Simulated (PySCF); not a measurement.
Species: C₅H₁₁P.
Structure used (PBE0-D3(BJ)/def2-SVP), in Å, numbered top down from 1:
```xyz
17
C5H11P angstrom
C     -1.9119    0.6913    0.3221
C     -1.5166   -0.6828   -0.1963
C     -0.0374   -1.0132   -0.0098
P      1.0895    0.0537   -1.0482
C      2.6072    0.0498    0.0136
C      1.7266    1.2386    0.2295
H     -2.9874    0.8781    0.1832
H     -1.6925    0.7890    1.3980
H     -1.3641    1.4917   -0.1998
H     -2.1173   -1.4562    0.3125
H     -1.7742   -0.7615   -1.2673
H      0.1540   -2.0554   -0.3174
H      0.2455   -0.9389    1.0549
H      2.6616   -0.7025    0.8073
H      3.5581    0.2015   -0.5069
H      2.0710    2.2070   -0.1475
H      1.1738    1.3088    1.1716
```

Computed with PySCF at B3LYP/def2-SVPD, non-relativistic, on one gas-phase PBE0-D3(BJ)/def2-SVP geometry that isn't relaxed in the solvent. The solvent is an IEF-PCM continuum (van der Waals radii × 1.2), and excitations are vertical TDDFT with non-equilibrium linear response and a frozen core. Specific hydrogen bonds and non-electrostatic terms are outside this model.

Gas-phase singlets (H = HOMO, L = LUMO):

| state | E (eV) | λ (nm) | f | leading configurations |
| --- | --- | --- | --- | --- |
| S1 | 6.251 | 198 | 0.029 | H→L 93% |
| S2 | 6.526 | 190 | 0.007 | H→L+2 43%, H→L+1 28% |
| S3 | 6.627 | 187 | 0.019 | H→L+1 58%, H→L+2 37% |
| S4 | 6.702 | 185 | 0.024 | H-1→L+1 50%, H-1→L+2 32% |
| S5 | 6.904 | 180 | 0.051 | H-1→L+2 50%, H-1→L 34% |

Q: Give the list for methanol (ε = 32.61), n² = 1.77.

A: 
| state | E (eV) | λ (nm) | f | leading configurations | change by rank (eV) |
| --- | --- | --- | --- | --- | --- |
| S1 | 6.270 | 198 | 0.044 | H→L 95% | +0.019 |
| S2 | 6.564 | 189 | 0.011 | H→L+1 51%, H-1→L 37% | +0.038 |
| S3 | 6.703 | 185 | 0.026 | H-1→L+1 79%, H→L+1 8% | +0.076 |
| S4 | 6.848 | 181 | 0.078 | H→L+2 54%, H→L+1 27% | +0.146 |
| S5 | 7.005 | 177 | 0.193 | H-1→L 40%, H→L+2 32% | +0.101 |

Q: How do the frontier levels move from gas to methanol?

A: 
```
orbital  gas (eV)  solvent (eV)  change (eV)                    Löwdin shares, gas               Löwdin shares, solvent
 LUMO+2      0.64          0.85        +0.21  C5 16 %, C6 13 %, H14 12 %, H17 11 %   C5 14 %, C6 10 %, H14 10 %, C1 8 %
 LUMO+1      0.58          0.67        +0.09   P4 24 %, C3 14 %, H12 10 %, C6 10 %    P4 29 %, C6 12 %, C3 12 %, C2 9 %
   LUMO      0.29          0.34        +0.05     P4 25 %, C5 12 %, C1 10 %, C2 8 %    P4 32 %, C5 14 %, C6 10 %, C1 8 %
   HOMO     -6.80         -6.84        -0.04    P4 56 %, C3 13 %, C6 12 %, C5 10 %   P4 56 %, C3 13 %, C6 12 %, C5 10 %
 HOMO-1     -7.18         -7.13        +0.05     P4 35 %, C5 22 %, C6 22 %, C3 5 %    P4 35 %, C5 22 %, C6 21 %, C3 6 %
 HOMO-2     -8.34         -8.22        +0.12    C5 17 %, C3 16 %, C6 16 %, P4 15 %   C5 17 %, C3 16 %, C6 16 %, P4 15 %
 HOMO-3     -9.29         -9.09        +0.20   C2 28 %, C1 18 %, H11 17 %, C3 12 %  C2 27 %, C1 18 %, H11 17 %, C3 12 %
```

The HOMO–LUMO gap goes from 7.09 to 7.18 eV.
